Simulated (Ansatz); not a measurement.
Cost and result for the atomization energy of C2H4ClF, SMILES `FCCCl` (8 atoms, 7 bonds).

```xyz
8

F     1.010   -1.508   -0.116
C     0.716   -0.164   -0.243
C    -0.690    0.066    0.251
Cl   -1.084    1.791    0.096
H     0.811    0.114   -1.296
H     1.436    0.406    0.348
H    -0.787   -0.208    1.300
H    -1.411   -0.497   -0.340
```

Charge 0, multiplicity 1. The structure was optimised at the PBE0-D4/def2-TZVP level. It is one conformer, not always the lowest. Program: Ansatz. Hardware: A = 2 threads of an AMD EPYC 7R13 on a shared host; B = 2 threads of an AMD EPYC 7R13 on a shared host and a share of an NVIDIA H100 80 GB. Times are those of one run each, without the atoms' runs, and a repeat can differ threefold. Electronic energies, without spin–orbit coupling; frozen cores. CCSD(T)/CBS extrapolates def2-TZVPP and def2-QZVPP, and its time is that of the two runs behind it. T1 = 0.010. B3LYP takes the VWN-RPA correlation (the form of Gaussian; ORCA's B3LYP/G).

CCSD(T)/CBS is a level of theory with its own doubt, some kJ/mol a heavy atom from the limit and from the frozen cores, so smaller differences don't rank the functionals.

```
                                 level  functions  wall time  atomization (kJ/mol)  difference from CCSD(T)/CBS  per bond
   PBE-D4/def2-TZVPP (with forces) [A]        191      1.8 s                2996.3                         77.6      11.1
                PBE0-D4/def2-TZVPP [A]        191      2.1 s                2938.2                         19.5       2.8
                CCSD(T)/def2-TZVPP [B]        191      2.2 s                2847.3                        -71.4     -10.2
 B3LYP-D4/def2-TZVPP (with forces) [A]        191      2.8 s                2910.5                         -8.2      -1.2
r2SCAN-D4/def2-TZVPP (with forces) [A]        191      3.3 s                2928.4                          9.7       1.4
                 B2PLYP/def2-TZVPP [A]        191      4.5 s                2887.2                        -31.5      -4.5
                ωB97X-V/def2-TZVPP [A]        191      5.5 s                2925.8                          7.1       1.0
                CCSD(T)/def2-QZVPP [B]        361        8 s                2889.3                        -29.4      -4.2
  ωB97M-V/def2-TZVPP (with forces) [A]        191        8 s                2929.8                         11.1       1.6
                     CCSD(T)/CBS(def2)          –       10 s                2918.7                          0.0       0.0
```

From PBE to PBE0 (25 % exact exchange), in def2-TZVPP and without D4, the atomization energy moves by −56.1 kJ/mol: exact exchange takes away binding that semilocal exchange gives to molecules. In def2-TZVPP, CCSD(T) changes the Hartree–Fock value by +712.4 kJ/mol (the triples alone add +44.0 kJ/mol) and MP2 by +771.2 kJ/mol; breaking electron pairs costs correlation energy, which Hartree–Fock lacks. The D4 term adds +19.2 kJ/mol with B3LYP and +9.9 kJ/mol with PBE0; it sums over pairs of atoms, weighted by their polarisabilities, and B3LYP, whose exchange is more repulsive, gets the larger term.
